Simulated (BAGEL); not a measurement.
# SiH3SCl (SMILES S[SiH2]Cl): B3LYP/6-31G(d) (density fitting with qzvpp-jkfit, spherical functions)

Aim: the energy change on altering one bond length of SiH3SCl at B3LYP/6-31G* (density fitting with qzvpp-jkfit, spherical functions), from 2 runs. 

The results are computed with BAGEL 1.2.2.

5 further runs of the same task are left out: 2 that didn't finish, 3 set aside as unsound or not needed. Runs told in other sessions of the task aren't counted.

### Step 1. The structure to begin with

The species is SiH3SCl (6 atoms), meant as a singlet with charge 0. SMILES: `S[SiH2]Cl`. The coordinates come from a PBE0-D4/def2-TZVP relaxation. This is one conformer, not always the lowest.

Bond lengths: S1–Si2 2.120 Å, Si2–Cl3 2.054 Å, S1–H4 1.344 Å, Si2–H5 1.479 Å, Si2–H6 1.478 Å. Angles: S1–Si2–Cl3 112.9°, S1–Si2–H5 111.2°, S1–Si2–H6 105.5°, Cl3–Si2–H5 106.5°, Cl3–Si2–H6 108.5°, Si2–S1–H4 94.3°, H5–Si2–H6 112.3°.

### Step 2. The energy at B3LYP/6-31G(d) (density fitting with qzvpp-jkfit, spherical functions)

The input, input.json:

```json
{ "bagel": [

{
  "title": "molecule",
  "basis": "6-31gs.json",
  "df_basis": "qzvpp-jkfit",
  "angstrom": true,
  "geometry": [
    { "atom": "S", "xyz": [      -1.236400,      -1.164100,      -0.152600 ] },
    { "atom": "Si", "xyz": [       0.414400,       0.096000,       0.275300 ] },
    { "atom": "Cl", "xyz": [      -0.126200,       2.058900,       0.544800 ] },
    { "atom": "H", "xyz": [      -1.433800,      -0.657400,      -1.382000 ] },
    { "atom": "H", "xyz": [       1.399700,       0.078700,      -0.827100 ] },
    { "atom": "H", "xyz": [       0.982200,      -0.412100,       1.541500 ] }
  ]
},

{ "title": "ks", "xc_func": "b3lyp" },

{ "title": "print", "file": "orbitals.molden", "orbitals": true }

]}
```

The basis set 6-31G* is read from a file made from the Basis Set Exchange's data (not shown).

Command:

```bash
BAGEL_NUM_THREADS=1 BAGEL input.json > input.out
```

The program printed:

```text
* using 1 threads per process

  ===============================================================
  ===============================================================

  *** Geometry ***

  { "atom" : "S", "xyz" : [     -2.336457,     -2.199830,     -0.288372 ] },
  { "atom" : "Si", "xyz" : [      0.783103,      0.181414,      0.520242 ] },
  { "atom" : "Cl", "xyz" : [     -0.238483,      3.890757,      1.029523 ] },
  { "atom" : "H", "xyz" : [     -2.709489,     -1.242306,     -2.611602 ] },
  { "atom" : "H", "xyz" : [      2.645050,      0.148721,     -1.562992 ] },
  { "atom" : "H", "xyz" : [      1.856089,     -0.778756,      2.913013 ] },

  Number of auxiliary basis functions:      438

  Since a DF basis is specified, we compute 2- and 3-index integrals:
    o Being stored without compression. Storage requirement is 0.013 GB

  Number of basis functions:       60
  Number of electrons      :       50

    * METHOD: MOLECULE                             0.18

  *** Kohn-Sham DFT ***

    * Removing 9879 points whose weight is below 1.00e-10
    * Grid points: 79557

  === Nuclear Repulsion ===
   192.8498178785

       - DIIS with orbital gradients will be used.

  === KS iteration (b3lyp / 6-31gs.json) ===
      0      -1133.97834851          0.13580485           0.24
      1      -1133.59821501          0.09290361           0.22
      2      -1137.16556767          0.11027326           0.21
      3      -1147.49128246          0.06609745           0.22
      4      -1149.14056940          0.03197564           0.21
      5      -1149.62811428          0.01555747           0.21
      6      -1149.70998288          0.00756164           0.21
      7      -1149.74449124          0.00158052           0.21
      8      -1149.74581342          0.00063144           0.21
      9      -1149.74598901          0.00012095           0.22
     10      -1149.74599559          0.00002255           0.22
     11      -1149.74599580          0.00000433           0.23
     12      -1149.74599581          0.00000175           0.22
     13      -1149.74599581          0.00000028           0.22
     14      -1149.74599581          0.00000011           0.22
     15      -1149.74599581          0.00000005           0.23
     16      -1149.74599581          0.00000001           0.22
     17      -1149.74599581          0.00000000           0.22
    * SCF iteration converged.

    * Permanent dipole moment:
           (   -0.306578,     0.259303,     0.382141) a.u.

    * METHOD: KS                                   4.26

    * METHOD: PRINT                                0.01

  ===============================================================
```

Wall time 4.8 s (1 thread of Arm Neoverse V1, shared host); peak memory 0.27 GiB.

### Step 3. The distorted shape

The input, calc.json:

```json
{ "bagel" : [

{
  "title" : "molecule",
  "basis" : "6-31gs.json",
  "df_basis" : "qzvpp-jkfit",
  "angstrom" : true,
  "geometry" : [
    { "atom" : "S", "xyz" : [      -0.803929,      -2.734386,      -0.368195 ] },
    { "atom" : "Si", "xyz" : [       0.846871,      -1.474286,       0.059705 ] },
    { "atom" : "Cl", "xyz" : [      -0.126200,       2.058900,       0.544800 ] },
    { "atom" : "H", "xyz" : [      -1.001329,      -2.227686,      -1.597595 ] },
    { "atom" : "H", "xyz" : [       1.832171,      -1.491586,      -1.042695 ] },
    { "atom" : "H", "xyz" : [       1.414671,      -1.982386,       1.325905 ] }
  ]
},

{
  "title" : "ks",
  "xc_func" : "b3lyp"
},

{
  "title" : "print",
  "file" : "orbitals.molden",
  "orbitals" : true
}

]}
```

The basis set 6-31G* is read from a file made from the Basis Set Exchange's data (not shown).

Command:

```bash
BAGEL_NUM_THREADS=1 BAGEL calc.json > calc.out
```

The program printed:

```text
* using 1 threads per process

  ===============================================================
  ===============================================================

  *** Geometry ***

  { "atom" : "S", "xyz" : [     -1.519206,     -5.167241,     -0.695788 ] },
  { "atom" : "Si", "xyz" : [      1.600354,     -2.785997,      0.112826 ] },
  { "atom" : "Cl", "xyz" : [     -0.238483,      3.890757,      1.029523 ] },
  { "atom" : "H", "xyz" : [     -1.892238,     -4.209716,     -3.019017 ] },
  { "atom" : "H", "xyz" : [      3.462301,     -2.818689,     -1.970408 ] },
  { "atom" : "H", "xyz" : [      2.673341,     -3.746167,      2.505597 ] },

  Number of auxiliary basis functions:      438

  Since a DF basis is specified, we compute 2- and 3-index integrals:
    o Being stored without compression. Storage requirement is 0.013 GB

  Number of basis functions:       60
  Number of electrons      :       50

    * METHOD: MOLECULE                             0.17

  *** Kohn-Sham DFT ***

    * Removing 8544 points whose weight is below 1.00e-10
    * Grid points: 80892

  === Nuclear Repulsion ===
   150.6184418414

       - DIIS with orbital gradients will be used.

  === KS iteration (b3lyp / 6-31gs.json) ===
      0      -1136.09054270          0.11340721           0.24
      1      -1130.03471739          0.09980278           0.22
      2      -1131.00398936          0.07145915           0.22
      3      -1131.47425313          0.07546918           0.22
      4      -1148.25574863          0.03527065           0.22
      5      -1149.39727898          0.01539380           0.22
      6      -1149.44130724          0.01129046           0.22
      7      -1149.53398143          0.00785215           0.22
      8      -1149.60486228          0.00428892           0.22
      9      -1149.58379216          0.00649813           0.22
     10      -1149.61390527          0.00160761           0.22
     11      -1149.61536279          0.00074710           0.22
     12      -1149.61582635          0.00009538           0.22
     13      -1149.61583292          0.00002846           0.22
     14      -1149.61583357          0.00000444           0.22
     15      -1149.61583358          0.00000270           0.22
     16      -1149.61583358          0.00000038           0.22
     17      -1149.61583358          0.00000017           0.22
     18      -1149.61583358          0.00000008           0.22
     19      -1149.61583358          0.00000008           0.22
     20      -1149.61583358          0.00000010           0.22
     21      -1149.61583358          0.00000001           0.21
     22      -1149.61583358          0.00000001           0.21
     23      -1149.61583358          0.00000000           0.21
    * SCF iteration converged.

    * Permanent dipole moment:
           (   -0.636101,     2.795521,     0.838234) a.u.

    * METHOD: KS                                   5.57

    * METHOD: PRINT                                0.01

  ===============================================================
```

Run time: 6 s. Hardware: 1 thread of Arm Neoverse V1, shared host; peak memory 0.28 GiB.

### Step 4. Outcome

At B3LYP/6-31G* (density fitting with qzvpp-jkfit, spherical functions):

| quantity | value |
| --- | --- |
| first shape: total energy | -1149.74600 Eh |
| first shape: dipole moment | 1.41 D |
| first shape: HOMO energy | -7.62 eV |
| first shape: LUMO energy | -0.11 eV |
| first shape: HOMO–LUMO gap | 7.51 eV |
| distorted shape: total energy | -1149.61583 Eh |
| distorted shape: dipole moment | 7.59 D |
| distorted shape: HOMO energy | -6.66 eV |
| distorted shape: LUMO energy | -4.86 eV |
| distorted shape: HOMO–LUMO gap | 1.80 eV |
| energy change with the Si2–Cl3 bond stretched from 2.054 to 3.697 Å | 3.542 eV |

**Reading.** One bond (distorted shape) is far stretched, which a spin-restricted single reference describes badly; a broken-symmetry solution may lie lower. With the Si2–Cl3 bond stretched from 2.054 to 3.697 Å the energy rises by 3.54 eV (342 kJ/mol). The first shape isn't relaxed at this level, so the change isn't measured from a minimum. A restricted reference can't describe the breaking bond well at this length.
